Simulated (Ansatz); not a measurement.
# A geometry optimisation of CH3MgO+ with PBE0-D3(BJ)/def2-SVP

The starting geometry of this gas-phase triplet was optimised with GFN2-xTB as a singlet.

```xyz
6

C    -2.8073    0.5106   -1.0690
Mg   -0.8402   -0.2180   -1.7027
O    -2.5832    1.2949    0.0010
H    -3.2856    0.9920   -1.9398
H    -3.2815   -0.4346   -0.7529
H    -2.6051    2.2488   -0.1937
```

Problem. Where would you expect an optimisation with PBE0-D3(BJ)/def2-SVP to take it?

Solution. It rearranges, giving a structure given below by its coordinates. Contacts that open: C1–Mg2 (2.19 → 3.12 Å). Contacts that close: Mg2–O3 (2.87 → 2.08 Å).

The energy falls by 0.82 eV over 20 steps:

| step | E − E(last) (eV) |
| --- | --- |
| 1 | 0.822 |
| 3 | 0.469 |
| 5 | 0.192 |
| 7 | 0.045 |
| 9 | 0.012 |
| 12 | 0.003 |
| 14 | 0.002 |
| 16 | 0.000 |
| 18 | 0.000 |
| 20 | 0.000 |

Final geometry (Å):

```xyz
6

C    -3.3163    0.5616   -1.2181
Mg   -0.3020    0.0375   -0.6172
O    -2.0892    1.0781   -0.7994
H    -4.1882    1.2003   -1.0791
H    -3.3620   -0.5268   -1.2424
H    -2.1453    2.0429   -0.7011
```

Frequencies at the end are all real (lowest 96 cm⁻¹). Open shells are spin-unrestricted. The triplet needn't be the ground state. Run with Ansatz 0.2.0, 65 s on 1 thread of AMD EPYC 7R43 64-Core Processor (Zen 3) (shared host).
